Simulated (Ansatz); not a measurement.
**[BH₂···H···CH₂], triplet: transfer scan**

Starting geometry:

```xyz
7

B    -1.3349    0.0000    0.0000
H    -1.9316    1.0336    0.0000
H    -1.9316   -1.0336    0.0000
H    -0.1414    0.0000    0.0000
C     1.2571    0.0000    0.0000
H     1.6716    0.0000    0.9962
H     1.6716    0.0000   -0.9962
```

From there H4 is moved from one fragment to the other while all else, the fragments' distance too, stays fixed; atoms are numbered as listed. Energies are in kJ/mol, counted from the starting geometry at the same level.

Basis cc-pVDZ; Ansatz 0.2.0. Correlated methods freeze the noble-gas cores. Prefix R: restricted or restricted open-shell reference; prefix U: unrestricted.

Full CI isn't at hand for all of this; UCCSDT(Q) serves as the reference, and is uncertain by about the last step of the cluster series. The frozen core follows each run's orbitals, which can shift R against U totals by a few meV.

```json
{"distance B1-H4 (Å)": "1.110", "RHF": "1.2"}
{"distance B1-H4 (Å)": "1.194", "RHF": "0.0"}
{"distance B1-H4 (Å)": "1.238", "RHF": "3.7"}
{"distance B1-H4 (Å)": "1.282", "RHF": "7.9"}
{"distance B1-H4 (Å)": "1.326", "RHF": "10.7"}
{"distance B1-H4 (Å)": "1.370", "RHF": "11.0"}
{"distance B1-H4 (Å)": "1.414", "RHF": "8.9"}
{"distance B1-H4 (Å)": "1.458", "RHF": "6.0"}
{"distance B1-H4 (Å)": "1.502", "RHF": "4.5"}
```

Q: Estimate the UCCSDT(Q) curve in cc-pVDZ from this one, knowing how RHF errs.

A: The computed UCCSDT(Q) values, in kJ/mol from the starting point, and the error of RHF against them:
```
distance B1-H4 (Å)  UCCSDT(Q)  RHF less UCCSDT(Q)
             1.110       14.0               -12.8
             1.194        0.0                 0.0
             1.238       -3.2                 6.9
             1.282       -5.0                12.9
             1.326       -6.3                17.0
             1.370       -7.4                18.4
             1.414       -7.9                16.8
             1.458       -7.1                13.1
             1.502       -3.6                 8.1
```

The error spans 31.2 kJ/mol and is largest, 18.4 kJ/mol, at 1.370 Å.
